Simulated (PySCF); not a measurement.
# PH₃: fields on a plane

All numbers come from r2SCAN in PySCF with P def2-TZVP, H def2-TZVP; no relativity; density-fitted integrals.

The singlet minimum has P–H 1.420 Å (×3); H–P–H 92.8° (×3).

The plane holds P1 at (0.00, 0.00), H2 at (1.42, 0.00), H3 at (-0.07, 1.42) Å. Columns run from x = -1.95 to 3.75 Å, rows from y = 3.75 (top) to -1.95 Å, in steps of 0.3 Å. Other isomers or separated fragments may lie lower.

**Question.** Give the electrostatic potential (V) (cut at 20 V). Every second row and column.

**Answer.** 
```
 0.1  0.1  0.1  0.1  0.1  0.1  0.1  0.1  0.0  0.0
 0.1  0.1  0.2  0.2  0.2  0.1  0.1  0.1  0.1  0.0
 0.1  0.2  0.5  0.8  0.6  0.2  0.1  0.1  0.1  0.1
 0.1  0.3  1.7  6.9  2.7  0.4  0.1  0.1  0.1  0.1
 0.2  0.6  3.7 20.0  7.4  0.9  0.2  0.2  0.1  0.1
 0.3  1.6  8.7 20.0 17.1  4.0  2.1  0.7  0.2  0.1
 0.2  2.8 20.0 20.0 20.0 17.7 20.0  2.0  0.4  0.2
-0.1  1.5 15.6 20.0 20.0  8.9  7.7  1.4  0.4  0.1
-0.4 -0.1  2.4  7.8  6.5  2.0  0.9  0.4  0.2  0.1
-0.4 -0.4 -0.1  0.6  0.8  0.5  0.2  0.1  0.1  0.1
```

**Question.** Give the electron density (e/Å³) (cut at 5 e/Å³). Every second row and column.

**Answer.** 
```
0.00 0.00 0.00 0.00 0.00 0.00 0.00 0.00 0.00 0.00
0.00 0.00 0.00 0.00 0.00 0.00 0.00 0.00 0.00 0.00
0.00 0.00 0.01 0.02 0.01 0.00 0.00 0.00 0.00 0.00
0.00 0.01 0.07 0.25 0.12 0.02 0.00 0.00 0.00 0.00
0.00 0.03 0.25 2.07 0.49 0.07 0.02 0.00 0.00 0.00
0.01 0.06 0.38 1.07 0.65 0.28 0.13 0.03 0.00 0.00
0.01 0.12 0.59 5.00 2.21 1.20 0.86 0.07 0.01 0.00
0.01 0.11 0.58 2.16 0.83 0.66 0.36 0.05 0.00 0.00
0.01 0.05 0.18 0.33 0.22 0.10 0.04 0.01 0.00 0.00
0.00 0.01 0.03 0.05 0.03 0.01 0.01 0.00 0.00 0.00
```
